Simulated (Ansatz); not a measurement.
## Worked example: the enthalpy of formation of CHClF2 (difluorochloromethane)

CHClF2 has 5 atoms, charge 0, and is taken as a singlet. SMILES: `FC(F)Cl`. The shape is that of a PBE0-D4/def2-TZVP optimisation.

Total energies at CAM-B3LYP/6-311+G** (Ansatz 0.2.0); the atoms run unrestricted:

```
species    state  energy (Eh)
 CHClF2  singlet  -698.625512
      F  doublet   -99.737427
      C  triplet   -37.834815
     Cl  doublet  -460.166236
      H  doublet    -0.498813
```

Harmonic wavenumbers at PBE0-D4/def2-TZVP, in cm⁻¹: 368, 414, 605, 812, 1138, 1162, 1326, 1374, 3137.

Measured heats of formation of the gaseous atoms at 298.15 K, in kJ/mol: F 79.4, C 716.9, Cl 121.3, H 218.0. Spin-orbit lowering of the atoms at 298 K (mean of the ground term's levels less their thermal mean, from spectra), in kJ/mol: F 1.29, C 0.02, Cl 3.44. Take 1 Eh = 2625.50 kJ/mol, 1 cm⁻¹ = 0.0119627 kJ/mol, RT = 2.479 kJ/mol.

Problem. What heat of formation follows?

Solution. 
1. Electronic atomisation energy: 2 × (-99.737427) + (-37.834815) + (-460.166236) + (-0.498813) − (-698.625512) = 0.650794 Eh = 1708.7 kJ/mol.
2. Zero-point energy: half the sum of the wavenumbers, 5168 cm⁻¹ = 61.8 kJ/mol.
3. Thermal vibrational enthalpy, Σ hcν̃/(exp(hcν̃/kT) − 1): 2.4 kJ/mol. Translation, rotation and pV of a non-linear molecule: 4 RT = 9.9 kJ/mol.
4. The 5 free atoms carry 5/2 RT each: 31.0 kJ/mol.
5. Spin-orbit coupling lowers the free atoms by 2 × 1.29 + 0.02 + 3.44 = 6.0 kJ/mol.
6. Atomisation enthalpy at 298 K: 1708.7 − 6.0 − 61.8 − 2.4 − 9.9 + 31.0 = 1659.6 kJ/mol.
7. Sum of the atoms' heats of formation: 1215.0 kJ/mol. Heat of formation: 1215.0 − 1659.6 = -444.6 kJ/mol.

The tabulated value is -482.8 kJ/mol (Active Thermochemical Tables), so this level is off by +38.2 kJ/mol, or 2.3 % of the atomisation enthalpy. Anharmonicity and any spin-orbit splitting of the molecule are left out.
